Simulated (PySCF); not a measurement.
## Vertical excitation energies

Compound: C₅H₁₀O.
Geometry (PBE0-D3(BJ)/def2-SVP, Å), atoms numbered from 1 in this order:
```
atom  x, y, z in Å
C1     2.4789    0.6633   -0.2393
C2     1.3032   -0.2725   -0.1004
O3     0.1713    0.4760    0.2629
C4    -0.9723   -0.2830    0.4025
C5    -1.7765   -0.6203   -0.8200
C6    -2.2630    0.4128    0.1636
H7     2.6614    1.1937    0.7071
H8     3.3889    0.1077   -0.5093
H9     2.2837    1.4152   -1.0182
H10    1.5120   -1.0462    0.6670
H11    1.1159   -0.8125   -1.0502
H12   -0.9276   -1.0349    1.2053
H13   -2.2842   -1.5870   -0.8725
H14   -1.3898   -0.2502   -1.7735
H15   -3.1142    0.1774    0.8072
H16   -2.1875    1.4604   -0.1380
```

Computed, not measured: TDDFT CAM-B3LYP/def2-SVPD, vertical, gas phase, core orbitals frozen in the response (PySCF 2.14.0, density-fitted response routines).

```json
{"state": "S1", "E (eV)": "7.19", "E (hartree)": "0.2641", "f": "0.014", "main configurations (H = HOMO, L = LUMO)": "H→L (82%)"}
{"state": "S2", "E (eV)": "7.62", "E (hartree)": "0.2799", "f": "0.013", "main configurations (H = HOMO, L = LUMO)": "H→L+2 (62%), H→L+1 (21%), H→L (8%)"}
{"state": "S3", "E (eV)": "7.82", "E (hartree)": "0.2875", "f": "0.021", "main configurations (H = HOMO, L = LUMO)": "H→L+1 (50%), H→L+2 (22%), H→L+3 (12%)"}
{"state": "S4", "E (eV)": "7.94", "E (hartree)": "0.2918", "f": "0.018", "main configurations (H = HOMO, L = LUMO)": "H→L+3 (76%)"}
{"state": "S5", "E (eV)": "8.18", "E (hartree)": "0.3005", "f": "0.0086", "main configurations (H = HOMO, L = LUMO)": "H-1→L (48%), H-1→L+1 (35%)"}
{"state": "S6", "E (eV)": "8.59", "E (hartree)": "0.3156", "f": "0.046", "main configurations (H = HOMO, L = LUMO)": "H-1→L+2 (76%)"}
{"state": "S7", "E (eV)": "8.66", "E (hartree)": "0.3182", "f": "0.021", "main configurations (H = HOMO, L = LUMO)": "H-1→L+3 (36%), H-1→L+1 (22%), H-1→L (20%)"}
{"state": "S8", "E (eV)": "8.73", "E (hartree)": "0.3209", "f": "0.017", "main configurations (H = HOMO, L = LUMO)": "H→L+5 (45%), H→L+4 (24%)"}
{"state": "S9", "E (eV)": "8.87", "E (hartree)": "0.3260", "f": "0.014", "main configurations (H = HOMO, L = LUMO)": "H→L+4 (41%), H→L+5 (28%)"}
{"state": "S10", "E (eV)": "8.89", "E (hartree)": "0.3269", "f": "0.0069", "main configurations (H = HOMO, L = LUMO)": "H→L+6 (29%), H-1→L+3 (19%), H-2→L (16%)"}
```

Triplets, Tamm–Dancoff:

```
state  E (eV)  λ (nm)  main configurations (H = HOMO, L = LUMO)
   T1    7.04   176.2                                 H→L (76%)
   T2    7.48   165.8       H→L+2 (60%), H→L+1 (18%), H→L (10%)
   T3    7.68   161.4                  H→L+1 (49%), H→L+2 (22%)
   T4    7.83   158.3                               H→L+3 (79%)
```

The lowest singlet lies at 7.19 eV (173 nm, vacuum ultraviolet) and is weak; its leading configuration is HOMO→LUMO (82%). The most intense listed level is S6 at 8.59 eV (144 nm, f = 0.046), 1.40 eV above S1. Löwdin shares by element: HOMO oxygen 44%, carbon 38% or more (atoms not listed hold the other 18%); LUMO carbon 40% or more, hydrogen 8% or more (atoms not listed hold the other 51%). The listed states span 1.71 eV, and the widest gap between neighbours is 0.43 eV (S1 to S2). The oscillator strengths of these states sum to 0.179; summed over the whole spectrum of an exact calculation they would give the number of electrons, 48 (Thomas–Reiche–Kuhn). Weighted by f, the mean energy of these states is 8.29 eV. The vertical ionisation energy (ΔSCF) is 9.44 eV, 0.54 eV above S10. The window holds the lowest 10 singlets.

One conformer stands for the species.
